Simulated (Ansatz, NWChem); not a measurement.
Loss of CO: C2H3O → CH3 + CO

Species: C2H3O (acetyl radical) `C[C]=O`, doublet; CH3 (methyl radical) `[CH3]`, doublet; CO (carbon monoxide), singlet. 

Shapes, held fixed at every level: PBE0-D4/def2-TZVP. Programs: Ansatz 0.2.0, NWChem 7.3.0. The zero-point and thermal change to 298 K, harmonic and unscaled (PBE0-D4/def2-TZVP), is -15.7 kJ/mol.

Task: Estimate the reaction enthalpy at 298 K.

Result: From tabulated heats of formation (Active Thermochemical Tables), ΔH(298 K) = +45.6 kJ/mol. Nearest: CCSD(T)/CBS estimate (-1.8); farthest: SPW92/def2-TZVPP (+102.2). 3 of 7 levels lie within 10 kJ/mol. The wrong sign comes from HF/def2-TZVPP. Open shells run unrestricted unless RO is named. The CBS estimate extrapolates MP2 from def2-TZVPP and def2-QZVPP and adds CCSD(T) − MP2 in the triple-zeta set, cores frozen.

```csv
level,kind,ΔH (kJ/mol),computed − measured
HF/def2-TZVPP,Hartree–Fock,-20.7,-66.3
SPW92/def2-TZVPP,LDA,+147.8,+102.2
PBE0/def2-SVP,global hybrid,+91.0,+45.4
r2SCAN0-D4/def2-TZVPP,global hybrid,+65.5,+19.9
MP2/def2-SVP,perturbation theory,+41.8,-3.9
CCSD(T)/def2-TZVPP,coupled cluster or CI,+36.0,-9.7
CCSD(T)/CBS estimate,coupled cluster or CI,+43.8,-1.8
```
